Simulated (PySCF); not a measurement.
dichloromethane (CH2Cl2), SMILES ClCCl. Atoms are numbered in the order given.

```xyz
5

Cl    -1.4785     0.0000     0.2157
C      0.0000     0.0000    -0.7651
Cl     1.4785     0.0000     0.2157
H      0.0000    -0.9000    -1.3719
H      0.0000     0.9000    -1.3719
```
Charge 0, spin multiplicity 1.

Geometry optimised at r2SCAN-D4/def2-TZVP.

These are r2SCAN-D4/def2-TZVP (PySCF) values and carry that method's errors.

Frequencies are harmonic and unscaled.

| mode | ν (cm⁻¹) | IR (km/mol) | moving atoms (share of kinetic energy) |
|---|---|---|---|
| 1 | 283 | 0.4 | Cl 88 %, C 11 % |
| 2 | 712 | 13.0 | C 64 %, Cl 29 % |
| 3 | 723 | 164.3 | C 73 %, Cl 22 % |
| 4 | 904 | 1.8 | H 72 %, C 25 % |
| 5 | 1173 | 0.0 | H 99 % |
| 6 | 1281 | 41.3 | H 91 %, C 8 % |
| 7 | 1456 | 0.0 | H 93 % |
| 8 | 3110 | 8.4 | H 95 % |
| 9 | 3192 | 0.0 | H 89 %, C 11 % |
